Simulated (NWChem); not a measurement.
System: tert-butyl cation (C₄H₉ cation); SMILES C[C+](C)C

The following NWChem deck was run.

```
start job
memory heap 200 mb stack 900 mb global 1100 mb
charge 1
geometry units angstroms noautoz
  C      0.347811    -1.422513     0.002332
  C     -0.000714     0.002129    -0.001609
  C      1.059585     1.014171     0.003812
  C     -1.408431     0.412956    -0.008877
  H      0.847656    -1.631920     0.966947
  H      1.130697    -1.623787    -0.745226
  H     -0.500048    -2.097290    -0.122593
  H      0.828373     1.820223     0.715036
  H      1.017986     1.512582    -0.984971
  H      2.064217     0.617017     0.157219
  H     -1.885153    -0.002227     0.898226
  H     -1.565556     1.491587    -0.047142
  H     -1.936401    -0.092990    -0.833144
end
basis spherical
  * library def2-svp
end
dft
  xc becke97-2
  iterations 150
  mulliken
end
task dft energy
```

NWChem printed, in part:

```
             Northwest Computational Chemistry Package (NWChem) 7.3.0
             --------------------------------------------------------

 C1  symmetry detected

                             Geometry "geometry" -> ""
                             -------------------------

 Output coordinates in angstroms (scale by  1.889725989 to convert to a.u.)

  No.       Tag          Charge          X              Y              Z
 ---- ---------------- ---------- -------------- -------------- --------------
    1 C                    6.0000    -1.34554968    -0.58059198    -0.00446869
    2 C                    6.0000     0.00102245     0.00063181    -0.00094507
    3 C                    6.0000     1.17568766    -0.87607040     0.00592767
    4 C                    6.0000     0.17135753     1.45716302    -0.00221150
    5 H                    1.0000    -1.47248828    -1.11188204     0.95771418
    6 H                    1.0000    -1.41047788    -1.38334080    -0.75523053
    7 H                    1.0000    -2.15177333     0.14332394    -0.12994500
    8 H                    1.0000     1.92906611    -0.51628463     0.72146488
    9 H                    1.0000     1.66409798    -0.74832567    -0.98046600
   10 H                    1.0000     0.95103228    -1.93341757     0.15457959
   11 H                    1.0000    -0.32110724     1.85465580     0.90440561
   12 H                    1.0000     1.20882276     1.79209437    -0.03513866
   13 H                    1.0000    -0.41228018     1.89638192    -0.82719850

 Effective nuclear repulsion energy (a.u.)     126.8255087342

                                 NWChem DFT Module
                                 -----------------

 Summary of "ao basis" -> "ao basis" (spherical)
 ------------------------------------------------------------------------------
       Tag                 Description            Shells   Functions and Types
 ---------------- ------------------------------  ------  ---------------------
 C                          def2-svp                 6       14   3s2p1d
 H                          def2-svp                 3        5   2s1p

            General Information
            -------------------
          SCF calculation type: DFT
          Wavefunction type:  closed shell.
          No. of atoms     :    13
          No. of electrons :    32
           Alpha electrons :    16
            Beta electrons :    16
          Charge           :     1
          Spin multiplicity:     1
          Use of symmetry is: off; symmetry adaption is: off
          Maximum number of iterations: 150
          AO basis - number of functions:   101
                     number of shells:    51
          Convergence on energy requested:  1.00D-06
          Convergence on density requested:  1.00D-05
          Convergence on gradient requested:  5.00D-04

              XC Information
              --------------
                   Becke 97-2 Method XC Functional
                     Hartree-Fock (Exact) Exchange  0.210
                 Becke 1997-2  Exchange Functional  1.000
                Becke 1997-2 Correlation Potential  1.000

             Grid Information
             ----------------
          Grid used for XC integration:  medium
          Radial quadrature: Mura-Knowles
          Angular quadrature: Lebedev.
          Tag              B.-S. Rad. Rad. Pts. Rad. Cut. Ang. Pts.
          ---              ---------- --------- --------- ---------
          C                   0.70       49          10.0       434
          H                   0.35       45          11.0       434
          Grid pruning is: on
          Number of quadrature shells:   601
          Spatial weights used:  Erf1

      Superposition of Atomic Density Guess
      -------------------------------------

 Sum of atomic energies:        -154.99275319

 Renormalizing density from      33.00 to     32

      Non-variational initial energy
      ------------------------------

 Total energy =    -154.384538
 1-e energy   =    -442.703114
 2-e energy   =     161.493068
 HOMO         =      -0.739706
 LUMO         =      -0.405559

     ---------------------------------------------
      Total Density - Mulliken Population Analysis
     ---------------------------------------------

    Atom       Charge   Shell Charges
 -----------   ------   -------------------------------------------------------
    1 C    6     6.35   1.99  1.03  0.11  2.30  0.89  0.02
    2 C    6     6.07   1.99  1.06  0.23  1.72  1.02  0.06
    3 C    6     6.35   1.99  1.03  0.11  2.30  0.89  0.02
    4 C    6     6.35   1.99  1.03  0.11  2.30  0.89  0.02
    5 H    1     0.74   0.59  0.13  0.03
    6 H    1     0.76   0.60  0.13  0.03
    7 H    1     0.79   0.63  0.14  0.03
    8 H    1     0.76   0.60  0.13  0.03
    9 H    1     0.74   0.58  0.13  0.03
   10 H    1     0.79   0.63  0.14  0.03
   11 H    1     0.74   0.59  0.13  0.03
   12 H    1     0.79   0.63  0.14  0.03
   13 H    1     0.75   0.60  0.13  0.03

   convergence    iter        energy       DeltaE   RMS-Dens  Diis-err
 ---------------- ----- ----------------- --------- --------- ---------
 d= 0,ls=0.0,diis     1   -157.3108223960 -2.84D+02  8.79D-03  6.30D-01
 d= 0,ls=0.0,diis     2   -157.3409937575 -3.02D-02  4.55D-03  3.24D-01
 d= 0,ls=0.0,diis     3   -157.3825080593 -4.15D-02  8.53D-04  1.14D-02
 d= 0,ls=0.0,diis     4   -157.3839791844 -1.47D-03  2.35D-04  1.18D-03
 d= 0,ls=0.0,diis     5   -157.3841299912 -1.51D-04  3.05D-05  1.57D-05
  Resetting Diis
 d= 0,ls=0.0,diis     6   -157.3841320118 -2.02D-06  4.01D-06  9.82D-08
 d= 0,ls=0.0,diis     7   -157.3841320247 -1.29D-08  4.57D-07  1.23D-09

         Total DFT energy =     -157.384132024707
      One electron energy =     -453.335309908634
           Coulomb energy =      193.796641520491
    Exchange-Corr. energy =      -24.670972370744
 Nuclear repulsion energy =      126.825508734181

 Numeric. integr. density =       31.999999610844

                       DFT Final Molecular Orbital Analysis
                       ------------------------------------

 Vector   14  Occ=2.000000D+00  E=-5.944174D-01
              MO Center= -2.3D-02, -1.9D-02, -6.9D-03, r^2= 4.0D+00
   Bfn.  Coefficient  Atom+Function         Bfn.  Coefficient  Atom+Function
  ----- ------------  ---------------      ----- ------------  ---------------
    46      0.268087   4 C  px                5      0.255270   1 C  py
    67      0.229675   7 H  s                92      0.219430  12 H  s
    33     -0.217560   3 C  py               82      0.214461  10 H  s
    72     -0.170676   8 H  s                32     -0.167804   3 C  px
    62     -0.152438   6 H  s                97     -0.141970  13 H  s

 Vector   15  Occ=2.000000D+00  E=-5.881330D-01
              MO Center=  2.6D-01, -4.8D-02,  3.6D-02, r^2= 3.2D+00
   Bfn.  Coefficient  Atom+Function         Bfn.  Coefficient  Atom+Function
  ----- ------------  ---------------      ----- ------------  ---------------
    18      0.263624   2 C  px                4     -0.237236   1 C  px
    92     -0.219649  12 H  s                32     -0.209156   3 C  px
    46     -0.200080   4 C  px               47     -0.185912   4 C  py
    82      0.186350  10 H  s                19      0.182555   2 C  py
     5     -0.175202   1 C  py               72     -0.167102   8 H  s

 Vector   16  Occ=2.000000D+00  E=-5.878587D-01
              MO Center= -2.2D-01,  8.1D-02, -3.7D-02, r^2= 3.3D+00
   Bfn.  Coefficient  Atom+Function         Bfn.  Coefficient  Atom+Function
  ----- ------------  ---------------      ----- ------------  ---------------
    19      0.263397   2 C  py               47     -0.231336   4 C  py
    67     -0.230479   7 H  s                33     -0.228940   3 C  py
     5     -0.186773   1 C  py               32      0.184985   3 C  px
    18     -0.182015   2 C  px                4      0.161249   1 C  px
    46      0.161764   4 C  px               97     -0.151839  13 H  s

 Vector   17  Occ=0.000000D+00  E=-3.207018D-01
              MO Center= -3.6D-03, -1.2D-03,  1.8D-03, r^2= 2.4D+00
   Bfn.  Coefficient  Atom+Function         Bfn.  Coefficient  Atom+Function
  ----- ------------  ---------------      ----- ------------  ---------------
    20      0.587508   2 C  pz               23      0.552001   2 C  pz
    77      0.176029   9 H  s                57     -0.169118   5 H  s
    87     -0.167381  11 H  s                78      0.152388   9 H  s
    97      0.148392  13 H  s                58     -0.147134   5 H  s
    88     -0.145746  11 H  s                62      0.143336   6 H  s

 Vector   18  Occ=0.000000D+00  E=-1.176788D-01
              MO Center= -1.9D-02, -1.6D-02,  7.6D-03, r^2= 7.5D+00
   Bfn.  Coefficient  Atom+Function         Bfn.  Coefficient  Atom+Function
  ----- ------------  ---------------      ----- ------------  ---------------
     3      1.362301   1 C  s                31      1.358439   3 C  s
    45      1.348204   4 C  s                78     -0.704750   9 H  s
    58     -0.696820   5 H  s                88     -0.668866  11 H  s
    98     -0.630195  13 H  s                63     -0.613326   6 H  s
    73     -0.592068   8 H  s                83     -0.531679  10 H  s

 Vector   19  Occ=0.000000D+00  E=-6.377904D-02
              MO Center=  2.3D-01,  6.9D-01, -1.3D-01, r^2= 7.0D+00
   Bfn.  Coefficient  Atom+Function         Bfn.  Coefficient  Atom+Function
  ----- ------------  ---------------      ----- ------------  ---------------
    45      1.325469   4 C  s                98     -1.088331  13 H  s
    31     -1.063178   3 C  s                73      0.907620   8 H  s
    88     -0.862273  11 H  s                78      0.704135   9 H  s
    49     -0.639263   4 C  px               35     -0.520990   3 C  px
    68     -0.520007   7 H  s                63      0.434599   6 H  s

     ---------------------------------------------
      Total Density - Mulliken Population Analysis
     ---------------------------------------------

    Atom       Charge   Shell Charges
 -----------   ------   -------------------------------------------------------
    1 C    6     5.99   1.99  0.91  0.13  2.15  0.80  0.02
    2 C    6     6.21   1.99  1.03  0.29  1.88  0.98  0.05
    3 C    6     5.99   1.99  0.91  0.13  2.15  0.80  0.02
    4 C    6     5.99   1.99  0.91  0.13  2.15  0.80  0.02
    5 H    1     0.85   0.71  0.12  0.03
    6 H    1     0.86   0.72  0.12  0.03
    7 H    1     0.89   0.74  0.13  0.03
    8 H    1     0.87   0.72  0.12  0.03
    9 H    1     0.85   0.71  0.12  0.03
   10 H    1     0.89   0.74  0.13  0.03
   11 H    1     0.85   0.71  0.12  0.03
   12 H    1     0.89   0.74  0.13  0.03
   13 H    1     0.86   0.71  0.12  0.03

     -------------------------------------------
      Total Density - Lowdin Population Analysis
     -------------------------------------------

    Atom       Charge   Shell Charges
 -----------   ------   -------------------------------------------------------
    1 C    6     6.03   1.96  0.58  0.30  1.93  1.20  0.07
    2 C    6     5.73   1.97  0.68  0.29  1.72  0.97  0.11
    3 C    6     6.03   1.96  0.58  0.30  1.93  1.20  0.07
    4 C    6     6.03   1.96  0.58  0.30  1.93  1.20  0.07
    5 H    1     0.89   0.60  0.22  0.07
    6 H    1     0.90   0.61  0.23  0.07
    7 H    1     0.94   0.63  0.24  0.07
    8 H    1     0.91   0.61  0.23  0.07
    9 H    1     0.88   0.59  0.22  0.07
   10 H    1     0.94   0.63  0.24  0.07
   11 H    1     0.89   0.60  0.22  0.07
   12 H    1     0.94   0.63  0.24  0.07
   13 H    1     0.90   0.60  0.23  0.07

     Multipole analysis of the density
     ---------------------------------

     L   x y z        total         alpha         beta         nuclear
     -   - - -        -----         -----         ----         -------
     0   0 0 0      1.000000    -16.000000    -16.000000     33.000000

     1   1 0 0     -0.006330     -0.003165     -0.003165     -0.000000
     1   0 1 0     -0.005245     -0.002622     -0.002622     -0.000000
     1   0 0 1      0.005021      0.002511      0.002511     -0.000000

     2   2 0 0    -12.715742    -72.868542    -72.868542    133.021343
     2   1 1 0     -0.033858     -0.007158     -0.007158     -0.019541
     2   1 0 1     -0.284257     -0.009213     -0.009213     -0.265832
     2   0 2 0    -12.648656    -73.014275    -73.014275    133.379894
     2   0 1 1      0.118849     -0.001974     -0.001974      0.122796
     2   0 0 2    -16.676118    -16.397955    -16.397955     16.119792
```

Level: B97-2/def2-SVP. The geometry was optimised at B3LYP/6-31G* (spherical d).
